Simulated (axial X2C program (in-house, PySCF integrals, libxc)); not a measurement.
## NaF⁺ along the bond: BP86, 2c

Calculated with an in-house all-electron X2C program for linear molecules (integrals from PySCF). Two-component (2c) means X2C with spin–orbit coupling and atomic mean-field two-electron Coulomb and Gaunt terms. Basis: Na dyall-cv3z [9s8p5d2f], F dyall-av3z [7s6p3d2f] (cores contracted in-house); Gaussian nuclei, density fitting, unrestricted open shells. Masses: Na 22.990 u, F 18.998 u.

State: Ω = 3/2 (⟨Sz⟩ = 0.50, ⟨Lz⟩ = 1.00 at BP86). Dipoles are positive if F is the positive end and refer to the centre of mass.

```json
{"R (Å)": "2.144", "μ (D)": "-4.131", "HOMO (eV)": "-16.74", "LUMO (eV)": "-16.71"}
{"R (Å)": "2.242", "μ (D)": "-4.351", "HOMO (eV)": "-16.51", "LUMO (eV)": "-16.48"}
{"R (Å)": "2.316", "μ (D)": "-4.520", "HOMO (eV)": "-16.34", "LUMO (eV)": "-16.31"}
{"R (Å)": "2.390", "μ (D)": "-4.691", "HOMO (eV)": "-16.18", "LUMO (eV)": "-16.15"}
{"R (Å)": "2.464", "μ (D)": "-4.864", "HOMO (eV)": "-16.02", "LUMO (eV)": "-15.99"}
{"R (Å)": "2.550", "μ (D)": "-5.068", "HOMO (eV)": "-15.84", "LUMO (eV)": "-15.81"}
{"R (Å)": "2.636", "μ (D)": "-5.274", "HOMO (eV)": "-15.67", "LUMO (eV)": "-15.64"}
{"R (Å)": "2.747", "μ (D)": "-5.540", "HOMO (eV)": "-15.46", "LUMO (eV)": "-15.43"}
{"R (Å)": "2.883", "μ (D)": "-5.867", "HOMO (eV)": "-15.22", "LUMO (eV)": "-15.19"}
{"R (Å)": "3.080", "μ (D)": "-6.341", "HOMO (eV)": "-14.91", "LUMO (eV)": "-14.87"}
```

(1) The minimum lies at 2.525 Å. What is the dipole moment there?

The state is one determinant whose occupation by symmetry is held fixed; it was picked as the lowest of a PBE0 search that is not exhaustive. Density functionals use the spin component along the axis (collinear). Other states lie close and PBE0, whose exact exchange favours high spin, may order them wrongly; the determinant shown need not be the ground state. The nearest other 2c determinant of the search, Ω = 1/2, lies 0.03 eV up at the distance of the search. Without a current term, density functionals place determinants with orbital angular momentum somewhat too high.

Answers

(1) At BP86, 2c, with the sign and origin stated: μ = -5.01 D.
